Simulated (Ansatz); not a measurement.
# C5H6 (SMILES C#CC(=C)C): from total energies to a heat of formation

The species is C5H6 (11 atoms), meant as a singlet with charge 0. SMILES: `C#CC(=C)C`. Geometry: relaxed at PBE0-D4/def2-TZVP.

Total energies at PBE/def2-SVP (Ansatz 0.2.0); the atoms run unrestricted:

```tsv
species	state	energy (Eh)
C5H6	singlet	-193.642426
C	triplet	-37.751236
H	doublet	-0.498629
```

Harmonic wavenumbers at PBE/def2-SVP, in cm⁻¹: 173, 179, 267, 384, 539, 550, 625, 648, 713, 774, 881, 937, 980, 1015, 1254, 1336, 1362, 1395, 1411, 1632, 2141, 2971, 3049, 3082, 3084, 3190, 3407.

Measured heats of formation of the gaseous atoms at 298.15 K, in kJ/mol: C 716.9, H 218.0. Spin-orbit lowering of the atoms at 298 K (mean of the ground term's levels less their thermal mean, from spectra), in kJ/mol: C 0.02. Take 1 Eh = 2625.50 kJ/mol, 1 cm⁻¹ = 0.0119627 kJ/mol, RT = 2.479 kJ/mol.

What heat of formation follows?


1. Electronic atomisation energy: 5 × (-37.751236) + 6 × (-0.498629) − (-193.642426) = 1.894472 Eh = 4973.9 kJ/mol.
2. Zero-point energy: half the sum of the wavenumbers, 18989.5 cm⁻¹ = 227.2 kJ/mol.
3. Thermal vibrational enthalpy, Σ hcν̃/(exp(hcν̃/kT) − 1): 8.1 kJ/mol. Translation, rotation and pV of a non-linear molecule: 4 RT = 9.9 kJ/mol.
4. The 11 free atoms carry 5/2 RT each: 68.2 kJ/mol.
5. Spin-orbit coupling lowers the free atoms by 5 × 0.02 = 0.1 kJ/mol.
6. Atomisation enthalpy at 298 K: 4973.9 − 0.1 − 227.2 − 8.1 − 9.9 + 68.2 = 4796.8 kJ/mol.
7. Sum of the atoms' heats of formation: 4892.5 kJ/mol. Heat of formation: 4892.5 − 4796.8 = +95.7 kJ/mol.

No measured value is set beside it here. Anharmonicity and any spin-orbit splitting of the molecule are left out.
